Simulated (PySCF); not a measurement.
Electric properties by functional and basis

Species: C6H6.
SMILES: `c1ccccc1`

PySCF, dipoles from the SCF density, polarisabilities from static response with core orbitals frozen. Geometry: PBE0-D3(BJ)/def2-SVP; no solvent, vibrations or thermal averaging.

Q: Compare the levels for these properties.

A: 

```tsv
level	α (Å³)	error (%)	anisotropy (Å³)
LDA/def2-SVPD	10.21	+2.5	5.73
PBE/def2-SVPD	10.12	+1.6	5.75
B3LYP/def2-SVPD	10.04	+0.8	5.65
PBE0/def2-SVPD	9.94	-0.2	5.55
BHandHLYP/def2-SVPD	9.87	-0.9	5.47
HF/def2-SVPD	9.79	-1.7	5.21
PBE0/6-31+G*	9.62	-3.4	5.58
PBE0/aug-cc-pVDZ	10.25	+2.9	5.49
PBE0/def2-TZVPD	10.21	+2.5	5.58
```

Reference polarisability: 9.959 Å³ (measured, gas; NIST CCCBDB Release 22 (SRD 101), experimental polarizabilities). The anisotropy is √(½[(α1 − α2)² + (α2 − α3)² + (α3 − α1)²]). For the polarisability, the smallest error is 0.2% (PBE0/def2-SVPD) and the largest 3.4% (PBE0/6-31+G*). The dipole stays under 0.05 D at every level. In one basis (def2-SVPD) the functionals order the polarisability from HF (lowest) to LDA (highest), a spread of 4%. Measured values can belong to vibrating molecules; the computed ones are for one fixed geometry.
